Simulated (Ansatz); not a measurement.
We consider SbI3 (R-3, No. 148), described by PBEsol (Ansatz, a quantum-chemistry and plane-wave program, plane waves, PAW).

Numerical settings: plane-wave cutoff 520 eV, 6×6×6 k mesh, Fermi–Dirac smearing 0.01 eV, scalar-relativistic PAW data made under PBE.

Cell (relaxed at this level):

```
CELL_PARAMETERS angstrom
      3.71288     2.14363     6.88672
     -3.71288     2.14363     6.88672
      0.00000    -4.28726     6.88672
ATOMIC_POSITIONS crystal
  Sb 0.83298 0.83298 0.83298
  Sb 0.16702 0.16702 0.16702
  I  0.24473 0.92894 0.58308
  I  0.75527 0.07106 0.41692
  I  0.58308 0.24473 0.92894
  I  0.41692 0.75527 0.07106
  I  0.92894 0.58308 0.24473
  I  0.07106 0.41692 0.75527
```

Estimate the band gap, smallest direct gap on the k points sampled and Γ–Γ gap that the calculation returns.


- band gap = 2.01 eV
- smallest direct gap on the k points sampled = 2.02 eV
- Γ–Γ gap = 2.34 eV

Measured, for comparison: band gap 2.1 eV (room temperature, not corrected to a static lattice, indirect, our sources range from 2.10 to 2.22; as tabulated in Huang et al. (2020), arXiv:2008.08959).

Note: the cell comes from a level without a dispersion term, which matters for the spacing of layers, chains or molecules; the cell has widely spaced layers and the level no dispersion term, so their spacing and the moduli can rest on weak binding.

Spin–orbit coupling is not included; with these elements it can move the gap by several tenths of an eV or more.

Static lattice: no zero-point or thermal effects.

It cost around 8 core-minutes (rough) of CPU time.
